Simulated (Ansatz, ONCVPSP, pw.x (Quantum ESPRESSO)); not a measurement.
**aluminium: one change to the ONCV potential, in the atom and in the fcc crystal**

ONCVPSP 4.0.1.1 (patched build) input, shortened (lines: element, Z, core and valence counts, functional; n l f; lmax; l rc ep ncon nbas qcut; lloc lpopt rc5 dvloc0; l nproj debl; icmod fcfact rcfact), PBEsol, scalar-relativistic:

```
  Al 13.00    3    2  -116133      upf
    1    0    2.00
    2    0    2.00
    2    1    6.00
    3    0    2.00
    3    1    1.00
    2
    0    1.90    0.00    5    9    3.50
    1    2.20    0.00    4    9    4.30
    2    1.95    0.03    5    9    4.70
    0    5    1.90    0.00
    0    0    1.20
    1    1    0.60
    2    2    3.00
    0    0.00    0.00
```

Change: d: rc 2.46.

Cutoffs, loose and tight: the cutoffs (Ha) at which the residual kinetic energy of the hardest occupied pseudo-wave falls to 1 and 0.1 mHa per electron. They do not see the model core or the augmentation charge, which bear on the density cutoff. Test errors are all-electron minus pseudo excitation energies from the reference, over the configurations 3s2 3p0; 3s1 3p0; 3s2 3p0.5; 3s0 3p3; variants that change the core or the reference have their own tests.

Crystal test: fcc Al in pw.x 7.5, no spin, 14³ k-points, Fermi–Dirac smearing 0.01 Ry, cutoffs set for each file from its atomic test. The reference is all-electron LAPW (Ansatz 0.2.0) with the same functional, mesh and smearing; V0 and B0 come from Birch–Murnaghan fits to the pressures at five volumes. Errors are pseudo minus all-electron; Δ is the rms difference of the E(V) curves that follow from these fits, minima aligned, over ±6 % about the mean V0. Mesh and smearing are coarse, so the numbers serve the comparison and aren't converged zero-temperature values; the lattice is a test structure that the element need not adopt.

All-electron: a0 = 4.015 Å (V0 = 16.18 Å³/atom), B0 = 81.2 GPa.

Question: Does the change bring the crystal closer to the all-electron result?

Answer: The mean pressure error goes from -0.15 to -0.19 GPa, so the change moves the solid further from the all-electron pressures.

| quantity | base | changed |
| --- | --- | --- |
| outcome (atom) | generated | generated |
| cutoff, loose (atom) | 5.5 Ha | 5.5 Ha |
| cutoff, tight (atom) | 12 Ha | 12 Ha |
| bound ghosts (atom) | none | none |
| largest test error (meV) (atom) | +16 | +16 |
| cutoffs in pw.x (Ry) | 35/140 | 35/140 |
| a0 (Å) | 4.012 | 4.011 |
| a0 error (%) | -0.06 | -0.08 |
| B0 error (%) | -1.5 | -1.4 |
| Δ (meV/atom) | 0.5 | 0.7 |
| mean pressure error (GPa) | -0.15 | -0.19 |

Base: The cutoffs count occupied waves only; projector 2 of the d channel, the hardest unoccupied one, needs 48 Ha at the loose tolerance. Changed file: The cutoffs count occupied waves only; projector 2 of the d channel, the hardest unoccupied one, needs 37 Ha at the loose tolerance.
